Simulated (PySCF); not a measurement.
Isomers of C3H5N3, one conformer each. Method: core-valence-separated Tamm–Dancoff BHandHLYP/aug-pcX-1 (pcseg-1 on H) in PySCF, non-relativistic, gas phase, PBE0-D3(BJ)/def2-SVP geometry. Absolute energies from this functional tend to lie a few eV below measured edges; no shift was applied.

P. `NC1=CNN=C1`
Q. `Cn1nccn1`

Main lines, eV (oscillator strength):
1. C K: 284.0 (0.029), 284.1 (0.093), 286.6 (0.034), 286.7 (0.011), 286.8 (0.014); N K: 397.6 (0.122), 400.3 (0.046), 403.0 (0.024), 403.3 (0.028)
2. C K: 284.1 (0.052), 284.4 (0.055), 285.0 (0.071), 286.2 (0.018), 286.3 (0.014); N K: 397.7 (0.060), 399.6 (0.010), 400.2 (0.041), 400.5 (0.034), 401.4 (0.020)
Listed: the first five lines at most of each edge with a tenth or more of its strongest line's intensity; roots within 0.03 eV on the same or equivalent atoms are summed. Only the lowest roots were sought, and the top ones are left out.

Q: Which spectrum belongs to which isomer?

A: 1 = Q, 2 = P.
- P: first C line listed at 284.1 eV, hole on the aromatic CH next to a ring nitrogen (1s→π*); first N line listed at 397.7 eV, hole on the pyridine-type nitrogen.
- Q: first C line listed at 284.0 eV, hole on the aromatic CH next to a ring nitrogen (1s→π*); first N line listed at 397.6 eV, hole on the pyridine-type nitrogen.

Q: What are the ground-state energies of the isomers at BHandHLYP/aug-pcX-1 (pcseg-1 on H), relative to the lowest?

A: P 0.0, Q 25.6 kJ/mol (electronic energies on these geometries, no dispersion or zero-point terms).
